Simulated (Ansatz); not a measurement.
System: rock-salt ZrC. Method: r²SCAN-D4 (Ansatz, an electronic-structure program, plane waves, PAW).

The run printed, among other lines:

```
Crystal: 2 atoms, lattice volume = 26.016 Å³
Basis set: ecut = 560 eV, 749 PW (Γ), exchange–correlation on 81×81×81 points (27 copies of the dense FFT grid, shifted against one another)
Bands: 12, of which v1, the nominal top of the filled ones, is band 8 counted from 1 (7 counted from 0)
Symmetry: 48 space group operations
Space group: Fm-3m (ITA 225), of the structure as read, at distance tolerance 3.0e-5 Å
k-points: 256 of 8000
Functional: x = r2scan, c = r2scan; τ floored in thin density (d = 2e-4 eV/Å³)
SCF iter   1: F=—  HF=-4448.846183 eV  |F-HF|=—  |Δ(HF+E_count)|=         —  Δρ=1.13e-2  dr2=4.43e-2  dr2_τ=1.19e-1
SCF iter   2: F=—  HF=-4448.891160 eV  |F-HF|=—  |Δ(HF+E_count)|=   4.50e-2  Δρ=6.58e-3  dr2=1.16e-2  dr2_τ=6.05e-4
  ...
SCF iter   8: F=—  HF=-4448.890867 eV  |F-HF|=—  |Δ(HF+E_count)|=   6.04e-9  Δρ=1.16e-6  dr2=3.13e-10  dr2_τ=1.28e-10
SCF iter   9: F=-4448.890867 eV  HF=-4448.890867 eV  |F-HF|=5.18e-11  |Δ(HF+E_count)|=  2.18e-11  Δρ=4.90e-7  dr2=8.83e-11  dr2_τ=7.12e-12
SCF 1 converged in 9 iterations: F = -4448.890867 eV  dr2 = 8.83e-11
SCF converged after 9 iterations
Free energy (F): -4448.890867 eV
Internal energy: -4448.888848 eV  (E = F + TS)
E sigma→0 (E₀):  -4448.889857 eV
Fermi energy:    14.887941 eV
--- Forces (eV/Å), atoms counted from 1 ---
  atom   1  Zr    -0.00000000     0.00000000     0.00000000
  atom   2  C      0.00000000    -0.00000000    -0.00000000
--- Stress (GPa, compression-positive) ---
       -0.000094       0.000000       0.000000
       -0.000000      -0.000094       0.000000
        0.000000       0.000000      -0.000094
  P = ⅓ Tr σ = -0.0001 GPa (-0.001 kbar)
```

Write an input file that could have produced this run (the log leaves some choices open).

This is not unique; one that fits is 
Ansatz 0.2 input:
```yaml
crystal:
  lattice:
    - [0.0, 2.3518219289, 2.3518219289]
    - [2.3518219289, 0.0, 2.3518219289]
    - [2.3518219289, 2.3518219289, 0.0]
  atoms:
    - { symbol: Zr, position: [0.0, 0.0, 0.0] }
    - { symbol: C, position: [0.5, 0.5, 0.5] }
basis:
  ecutwfc: 560
  ecutrho_ratio: 4
  xc_grid: 3
kpoints:
  mp_grid: { grid: [20, 20, 20] }
hamiltonian:
  xc: r2scan
  dispersion: d4
  pseudopotentials: { kind: paw }
scf:
  occupations: { method: fermi_dirac, width: 0.05 }
  convergence: { dr2_threshold: 0.0000000002 }
output:
  forces: true
  stress: true
  eigenvalues: true
```

The PAW data were made under PBE.
